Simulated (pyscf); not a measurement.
Single points on ωB97X-D3(BJ)/def2-SVP structures (PySCF, gas phase). Correlated levels are frozen-core, on RHF or UHF. ΔMP2 is the change of the MP2 total energy from the triple- to the quadruple-zeta basis.

Problem. What are the homolytic bond dissociation enthalpies (298 K) of `[Cl][SiH2][Cl]` at CCSD(T)/def2-TZVPP + ΔMP2(QZVPP), weakest first?

Solution. H–Si to Cl–SiH•–Cl + H•: 385.6 kJ/mol; Cl–Si to Cl• + •H₂Si–Cl: 460.9 kJ/mol. Ring and multiple bonds, and those that leave no two simple radicals, are not listed. The CCSD(T) − MP2 part came from Ansatz, without density fitting, on the same reference. Left out: the spin-orbit lowering of Cl.
